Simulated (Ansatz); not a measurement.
Input file:

```yaml
crystal:
  periodic: [false, false, false]
  atoms:
    - {symbol: Si, position_ang: [0.000000, -0.094141, 1.124038]}
    - {symbol: S, position_ang: [0.000000, 0.044996, -1.043902]}
    - {symbol: H, position_ang: [0.000000, 1.191747, 1.888549]}
basis:
  gaussian: {orbitals: cc-pVTZ}
total_charge: 1
magnetization: {spin_polarized: false, initial_magnetization: 2}
correlation: {method: ccsdt_q, electrons: outside_noble_gas}
```

```sh
$ ansatz run in.yaml --threads 2 --pin off --events-out ev --progress --plain --max-ram 24576MiB --backend cuda --devices 0, --max-vram 18GiB
```

The program prints:

```
981 factors; integrals over basis functions are off by at most 2.1e-7 eV
mean field evaluation 1: about -18684.9658 eV, gradient 1.7e1 eV
mean field evaluation 2: about -18684.9735 eV, gradient 1.7e1 eV
mean field evaluation 4: about -18686.6933 eV, gradient 2.3e0 eV
mean field evaluation 8: about -18686.7776 eV, gradient 5.1e-3 eV
mean field evaluation 16: about -18686.6841 eV, gradient 2.3e0 eV
mean field evaluation 32: about -18686.4964 eV, gradient 1.0e-1 eV
mean field evaluation 64: about -18686.7387 eV, gradient 1.1e0 eV
mean field evaluation 96: about -18684.1566 eV, gradient 6.9e-2 eV
mean field evaluation 128: about -18686.4966 eV, gradient 2.3e-6 eV
mean field evaluation 160: about -18686.4966 eV, gradient 5.1e-3 eV
...
cycle  18  -7.24937583 eV  change   -2.0e-5 eV  update   1.9e-5
cycle  19  -7.24939414 eV  change   -1.8e-5 eV  update   1.3e-5
cycle  20  -7.24940363 eV  change   -9.5e-6 eV  update   8.2e-6
cycle  21  -7.24940751 eV  change   -3.9e-6 eV  update   5.8e-6
cycle  22  -7.24940473 eV  change    2.8e-6 eV  update   3.8e-6
cycle  23  -7.24940331 eV  change    1.4e-6 eV  update   2.8e-6
cycle  24  -7.24940383 eV  change   -5.2e-7 eV  update   2.0e-6
cycle  25  -7.24940691 eV  change   -3.1e-6 eV  update   1.5e-6
cycle  26  -7.24940808 eV  change   -1.2e-6 eV  update   1.0e-6
cycle  27  -7.24940850 eV  change   -4.1e-7 eV  update   6.6e-7
perturbative correction -0.02263392 eV, -0.0008317810 hartree
Total energy: -18694.04966189 eV, -686.9936537924 hartree
```

For the same geometry and basis UCCSDT(Q) lies 4.9 meV lower.

Ran on 2 threads of AMD EPYC 7R13 with a shared H100 80 GB, shared host: 17 s wall, 0.83 GiB peak host memory.
